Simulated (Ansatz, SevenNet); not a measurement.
fcc Pt: properties by level of theory

Reference values: lattice constant a 3.913 Å (measured, static lattice: zero-point anharmonic expansion removed; as tabulated in Mejia-Rodriguez and Trickey (2018), arXiv:1807.09216); elastic constant C11 358 GPa (measured, 0 K, low-temperature values given for 0 K; zero-point effects included; as tabulated in Li et al. (2021), arXiv:2102.01972); elastic constant C44 77.4 GPa (measured, 0 K, low-temperature values given for 0 K; zero-point effects included; as tabulated in Li et al. (2021), arXiv:2102.01972).

```tsv
level (code)	equilibrium lattice constant a (Å)	elastic constant C11 (GPa)	elastic constant C44 (GPa)	polycrystal shear modulus (GPa)
SevenNet-0	3.979	282	78.0	47.6
PBEsol (Ansatz)	3.918	357	76.3	65.7
r²SCAN (Ansatz)	3.940	329	58.7	52.0
```

Differences from the reference values (errors of the level alone only where the reference is corrected to a static lattice):

```
level       lattice constant a (%)  elastic constant C11 (%)  elastic constant C44 (%)
----------  ----------------------  ------------------------  ------------------------
SevenNet-0                   +1.69                       -21                      +0.8
PBEsol                       +0.13                      -0.3                      -1.4
r²SCAN                       +0.69                      -8.1                       -24
```

Nearest: lattice constant a, PBEsol; elastic constant C11, not ranked (one source); elastic constant C44, not ranked (one source).

Machine-learned potentials (SevenNet-0) are trained on DFT data: a solid inside that data is no test of them.

Ansatz's density-functional and Hartree–Fock values are scalar-relativistic unless marked +SOC, with PAW data made under PBE.

The crystal itself was run without spin with PBEsol, r²SCAN; a magnetic state was not tried in these runs.

Differences are worked out from the printed values.

Ansatz is a program for electronic structure.
